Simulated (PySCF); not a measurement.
PySCF input for H3Si, SMILES [SiH3] (connectivity only; charge and spin as stated), charge +1, multiplicity 1, PBE-D3(BJ)/def2-TZVPD. The structure is a stationary point at PBE-D3(BJ)/def2-TZVPD. The multiplicity is an assumed one; other spin states were not compared. The isomer is the one that the SMILES or the coordinates give; other isomers of the formula were not compared.

```python
import numpy as np
from pyscf import gto, scf, dft, df
from pyscf.hessian import thermo

mol = gto.M(
    atom='''
    Si    0.00000000    0.00000000    0.00000000
    H    -1.48300297    0.00000000    0.00000000
    H     0.74150148    1.28431824    0.00000000
    H     0.74150148   -1.28431824    0.00000000
    ''',
    basis='def2-TZVPD',
    charge=1,
    spin=0,
    max_memory=1600,
    verbose=3,
)
mf = dft.RKS(mol, xc='pbe').density_fit(auxbasis='def2-universal-jkfit')
mf.disp = 'd3bj'
mf.grids.level = 3
mf.conv_tol = 1e-11
mf.max_cycle = 100
mf.kernel()

# [left out here: the lines that compute and print the analytic Hessian (its translational invariance restored by hand, since the grid's response is missing), thermochemistry and intensities]
```

It prints:

```
converged SCF energy = -290.776632051397

WARN: DFTD3 does not support analytical Hessian, using finite difference


WARN: Mole.unit (angstrom) is changed to Bohr

Mode                                 0                   1                   2
Irrep
Freq [cm^-1]                      806.6067            903.6245            903.6257
Reduced mass [au]                   1.1122              1.0544              1.0544
Force const [Dyne/A]                0.4264              0.5073              0.5073
Char temp [K]                    1160.5275           1300.1144           1300.1162
Normal mode                   x     y     z       x     y     z       x     y     z
       0  Si                -0.00 -0.00  0.06   -0.00 -0.04 -0.00   -0.04  0.00 -0.00
       1   H                -0.00  0.00 -0.55   -0.00  0.79  0.00   -0.04 -0.05  0.00
       2   H                 0.00 -0.00 -0.55   -0.32  0.14  0.00    0.61 -0.37  0.00
       3   H                 0.00  0.00 -0.55    0.40  0.19  0.00    0.56  0.35  0.00
Mode                                 3                   4                   5
Irrep
Freq [cm^-1]                     2193.9740           2277.7936           2277.7969
Reduced mass [au]                   1.0080              1.0607              1.0607
Force const [Dyne/A]                2.8587              3.2425              3.2425
Char temp [K]                    3156.6402           3277.2379           3277.2426
Normal mode                   x     y     z       x     y     z       x     y     z
       0  Si                 0.00  0.00  0.00    0.00  0.04 -0.00    0.04 -0.00 -0.00
       1   H                 0.58 -0.00 -0.00   -0.01 -0.00  0.00   -0.79  0.00  0.00
       2   H                -0.29 -0.50 -0.00   -0.34 -0.60  0.00   -0.20 -0.34  0.00
       3   H                -0.29  0.50 -0.00    0.34 -0.59  0.00   -0.20  0.35  0.00
temperature 298.1500 [K]
pressure 101325.00 [Pa]
Rotational constants [GHz] 151.97823 151.97823 75.98911
Symmetry number 6
Zero-point energy (ZPE) 0.02133 [Eh]   56005.698 [J/mol]
                           tot       elec      trans        rot        vib
Entropy [J/mol/K]       205.112      0.000    151.617     51.492      2.003
Cv [J/mol/K]             31.821      0.000     12.472     12.472      6.878
Cp [J/mol/K]             40.136      0.000     20.786     12.472      6.878
Internal energy [J/mol]                      3718.434   3718.434  56487.843
Internal energy [Eh]   -290.75228  -290.77663
Enthalpy [J/mol]                             6197.391   3718.434  56487.843
Enthalpy [Eh]          -290.75134
Gibbs free energy [J/mol]                  -39007.284 -11633.830  55890.746
Gibbs free energy [Eh] -290.77463
mode   freq/cm-1   IR/(km/mol)
   1      806.61        51.097
   2      903.62        50.418
   3      903.63        50.421
   4     2193.97         0.000
   5     2277.79         0.740
   6     2277.80         0.739
max |gradient| / (hartree/bohr): 2.4939532846975124e-05
APT charges: [ 1.1785 -0.0595 -0.0595 -0.0595]
```

The calculation finished and met its thresholds.

Cost: very roughly 14 core-seconds.
